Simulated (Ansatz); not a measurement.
Born–Oppenheimer molecular dynamics of H₅NOSi (8 atoms, charge 0, multiplicity 1). It starts at the highest image of a converged band. Of that band: Neighbouring images differ by up to 1.3 eV, so the band resolves the path poorly. A vibrational analysis at the climbing image gives one clearly imaginary mode, 1346i cm⁻¹: a first-order saddle point.

Level of theory: Ansatz 0.2.0, RKS revPBE-D4/def2-SVP.

```json
{
  "ensemble": "NVE (velocity Verlet)",
  "time step": "0.5 fs",
  "steps asked": "200",
  "starting velocities drawn for": "300 K",
  "seed": "11753"
}
```

First frame:

```xyz
8
Properties=species:S:1:pos:R:3
Si 0.296 0.068 -0.337
N 0.880 -0.071 1.498
H 0.487 -0.624 2.281
H 1.387 0.747 1.862
H 1.716 -0.348 0.420
O -0.698 1.431 -0.564
H -1.636 1.278 -0.343
H -0.610 -1.162 -0.286
```

(1) How far do the bonds stretch over the last three quarters of this one trajectory? (Pairs bonded in most of those frames.)

Answers

(1) 
| bond | mean (Å) | spread (Å) | shortest | longest |
| --- | --- | --- | --- | --- |
| Si1–O6 | 1.723 | 0.029 | 1.66 | 1.77 |
| Si1–H8 | 1.579 | 0.002 | 1.57 | 1.58 |
| N2–H3 | 1.037 | 0.033 | 0.97 | 1.11 |
| N2–H4 | 1.034 | 0.021 | 0.99 | 1.09 |
| N2–H5 | 1.045 | 0.059 | 0.94 | 1.14 |
| O6–H7 | 0.978 | 0.021 | 0.94 | 1.01 |

Mean temperature of the second half: 831 K. The conserved energy stayed within 0.47 meV per atom of its start (net change 0.054 meV per atom), so the integration is sound. The kinetic energy rose, since the run started high on the potential surface and went downhill. It ends in pieces (H2OSi + H3N), so much of that is their flight and rotation, not heat. A run of 0.1 ps of so small a system gives no equilibrium averages. The orbitals stay closed-shell, which can raise the energy where a bond breaks towards radicals; this wasn't checked here.

The run took 3.3 min on 1 thread of Intel(R) Xeon(R) Platinum 8488C (Sapphire Rapids), with other jobs on the host, peak memory 0.13 GiB.
